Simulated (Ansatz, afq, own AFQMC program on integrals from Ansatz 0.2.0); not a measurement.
**C₂H₂, singlet: AFQMC among the cluster methods**

```
atom    x (Å)   y (Å)    z (Å)
   C  -0.1983  0.0000   0.5892
   C   0.0116  0.0000  -0.5892
   H  -0.0116  0.0000   1.6374
   H   0.1983  0.0000  -1.6374
```

Connectivity, by distances: CH–CH.

Basis cc-pVDZ. Only valence electrons are correlated. Ansatz 0.2.0 and our own AFQMC program on the same integrals; the CISD trial comes from CCSD amplitudes, and released means the phaseless constraint is let go. ± is one standard error of the sampling.

Determinant: RHF, the one that the program's search chose, which needn't be the lowest solution. The geometry is a point of a scan.

No full CI on the walks' own integrals is used here; CCSDT(Q) serves as the reference and is uncertain by about the last step of the cluster series.

- T1 diagnostic: 0.0125
- weight of the determinant in the CISD state: 0.884
- size of the correlated space: 10 electrons in 36 orbitals

```tsv
level	correlation energy (eV)
MP2	-6.9541
CCSD	-7.4220
CCSD(T)	-7.7250
```

Question: Estimate where AFQMC with the constraint released lies against CCSD(T) on the same integrals.

Answer: 0.93 ± 0.39 kcal/mol below CCSD(T).

Reference: CCSDT(Q), correlation energy -7.764 eV. The released energy is read at 2.40 1/Eh (meV from the phaseless value at times in 1/Eh: 22 ± 17 at 0.24, 23 ± 15 at 0.51, 3 ± 19 at 0.99, -13 ± 16 at 1.62, 5 ± 17 at 2.40).

```csv
level,E − E(reference) (kcal/mol),share of correlation (%)
CCSD(T),0.89,99.50
CCSDT,0.64,99.64
ph-AFQMC/CISD,-0.16 ± 0.54,100.09
released AFQMC,-0.04 ± 0.39,100.02
```

A walk keeps the symmetry of its determinant, which the program's search chose and which needn't be the lowest solution, so a lower state of the same spin and another symmetry isn't excluded. Released energies are given only where the last usable release times agree within the noise; a slower fall can still hide under it.
